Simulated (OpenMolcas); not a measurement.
**ROCCSD(T)/aug-cc-pVDZ run of HO2 (hydroperoxy)**

Aim: the energy change on altering one bond length of HO2 (hydroperoxy) at ROCCSD(T)/aug-cc-pVDZ, from 2 runs. 

The results are computed with OpenMolcas 26.06.

### Step 1. The structure to begin with

HO2 has 3 atoms, charge 0, and is taken as a doublet. As SMILES, `[O]O`. The shape is that of a PBE0-D4/def2-TZVP optimisation.

Bond lengths: O1–O2 1.309 Å, O2–H3 0.975 Å. Angles: O1–O2–H3 105.8°.

### Step 2. The energy at ROCCSD(T)/aug-cc-pVDZ

Input file job.inp:

```
* HO2 CCSD(T)
>>> EXPORT MOLCAS_PRINT=2

&GATEWAY
  BasLib=$CurrDir
  Coord
  3
  angstrom
  O       -0.355150       0.941950      -0.088650
  O       -0.244540      -0.359400      -0.172440
  H        0.599690      -0.582550       0.261090
  Basis=aug-cc-pVDZ
  Group=NoSym

&SEWARD

&SCF
  UHF
  Spin=2
  PrOrbitals=0

&RASSCF
  FileOrb=$Project.UnaOrb
  Spin=2
  Nactel=1 0 0
  Inactive=8
  Ras2=1
  OutOrbitals=Canonical
  OrbListing=Nothing

&MOTRA
  JobIph
  Frozen=2

&CCSDT
  CCT
  Triples=3
  Iterations=50
  Extrapolation=5 4
```

The basis set aug-cc-pVDZ is read from a file made from the Basis Set Exchange's data (not shown).

The run is started by

```sh
$ export MOLCAS_MEM=1860
$ pymolcas job.inp > job.log
```

The log of the run:

```text
--- Start Module: gateway ---
[...]
--- Stop Module: gateway /rc=_RC_ALL_IS_WELL_ ---
[...]
      Basis functions           55
[...]
       Convergence after  17 Iterations
[...]
::    Total SCF energy                               -150.2030106018
[...]
      Total spin, S                                     0.5062687626
[...]
      Number of active orbitals                  1
[...]
      Spin quantum number                      0.5
[...]
      Active orbitals                            1
[...]
      Number of CSFs                             1
[...]
      Number of root(s) required                 1
[...]
      Convergence after  9 iterations
[...]
      printout of CI-coefficients larger than  0.05 for root  1
      energy=    -150.196518
      conf/sym  1     Coeff  Weight
             1  u   1.00000 1.00000
      Natural orbitals and occupation numbers for root  1
      sym 1:   1.000000
      ************************************************************************************************************************
      *                                                    Final results                                                     *
[...]
::    RASSCF root number  1 Total energy:   -150.19651773
[...]
      Total electronic charge=   17.000000
      Total            charge=   -0.000000
[...]
      Dipole Moment (debye):
      Origin of the operator (angstrom)=   -0.2724    0.2646   -0.1186
                   X=  1.6205E+00               Y= -8.5067E-01               Z=  7.8550E-01           Total=  1.9917E+00
      Quadrupole Moment (debye*angstrom):
[...]
--- Start Module: motra ---
[...]
      *** WARNING: Default frozen orbitals is overwritten by user input.
      *** Default values:   2
[...]
--- Stop Module: motra /rc=_RC_ALL_IS_WELL_ ---
--- Start Module: ccsdt ---
[...]
      Convergence after                    14  Iterations
      Total energy (diff) :    -150.58787495      -0.00000008
[...]
 METHOD                       : CCSD+T(CCSD)+<T3(1)WT1>+<T3(1)UT2> = CCSD(T)
[...]
       CCSD     =      -150.5878749471783
[...]
--- Stop Module: ccsdt /rc=_RC_ALL_IS_WELL_ ---
[...]
```

It took 6.9 s on 1 thread of Arm Neoverse V2, shared host; peak memory 0.38 GiB.

### Step 3. The distorted shape, same level

Input file job.inp:

```
&gateway
baslib = $CurrDir
coord
3
angstrom
O       -0.366211       1.072085      -0.080271
O       -0.244540      -0.359400      -0.172440
H        0.599690      -0.582550       0.261090
basis = aug-cc-pVDZ
group = NoSym
&seward
&scf
uhf
spin = 2
prorbitals = 0
&rasscf
fileorb = $Project.UnaOrb
spin = 2
nactel = 1 0 0
inactive = 8
ras2 = 1
outorbitals = Canonical
orblisting = Nothing
&motra
jobiph
frozen = 2
&ccsdt
cct
triples = 3
iterations = 50
extrapolation = 5 4
```

The basis set aug-cc-pVDZ is read from a file made from the Basis Set Exchange's data (not shown).

The run is started by

```sh
$ export MOLCAS_MEM=1860
$ pymolcas job.inp > job.log
```

The log of the run:

```text
--- Start Module: gateway ---
[...]
--- Stop Module: gateway /rc=_RC_ALL_IS_WELL_ ---
[...]
      Basis functions           55
[...]
       Convergence after  19 Iterations
[...]
::    Total SCF energy                               -150.1908933083
[...]
      Total spin, S                                     0.5183294253
[...]
      Number of active orbitals                  1
[...]
      Spin quantum number                      0.5
[...]
      Active orbitals                            1
[...]
      Number of CSFs                             1
[...]
      Number of root(s) required                 1
[...]
      Convergence after  8 iterations
[...]
      printout of CI-coefficients larger than  0.05 for root  1
      energy=    -150.184437
      conf/sym  1     Coeff  Weight
             1  u   1.00000 1.00000
      Natural orbitals and occupation numbers for root  1
      sym 1:   1.000000
      ************************************************************************************************************************
      *                                                    Final results                                                     *
[...]
::    RASSCF root number  1 Total energy:   -150.18443658
[...]
      Total electronic charge=   17.000000
      Total            charge=   -0.000000
[...]
      Dipole Moment (debye):
      Origin of the operator (angstrom)=   -0.2777    0.3277   -0.1145
                   X=  1.5987E+00               Y= -6.5350E-01               Z=  7.9547E-01           Total=  1.9015E+00
      Quadrupole Moment (debye*angstrom):
[...]
--- Start Module: motra ---
[...]
      *** WARNING: Default frozen orbitals is overwritten by user input.
      *** Default values:   2
[...]
--- Stop Module: motra /rc=_RC_ALL_IS_WELL_ ---
--- Start Module: ccsdt ---
[...]
      Convergence after                    18  Iterations
      Total energy (diff) :    -150.58216544      -0.00000007
[...]
 METHOD                       : CCSD+T(CCSD)+<T3(1)WT1>+<T3(1)UT2> = CCSD(T)
[...]
       CCSD     =      -150.5821654366565
[...]
--- Stop Module: ccsdt /rc=_RC_ALL_IS_WELL_ ---
[...]
```

It took 7.5 s on 1 thread of Arm Neoverse V2, shared host; peak memory 0.39 GiB.

### Step 4. Results

At ROCCSD(T)/aug-cc-pVDZ, 2 core orbitals frozen:

| quantity | value |
| --- | --- |
| first shape: total energy | -150.59986 Eh |
| first shape: (T) correction | -11.99 mEh |
| distorted shape: total energy | -150.59586 Eh |
| distorted shape: (T) correction | -13.69 mEh |
| energy change with the O1–O2 bond stretched from 1.309 to 1.440 Å | 0.109 eV |

What this shows: With the O1–O2 bond stretched from 1.309 to 1.440 Å the energy rises by 0.11 eV (10.5 kJ/mol). The first shape isn't relaxed at this level, so the change isn't measured from a minimum.
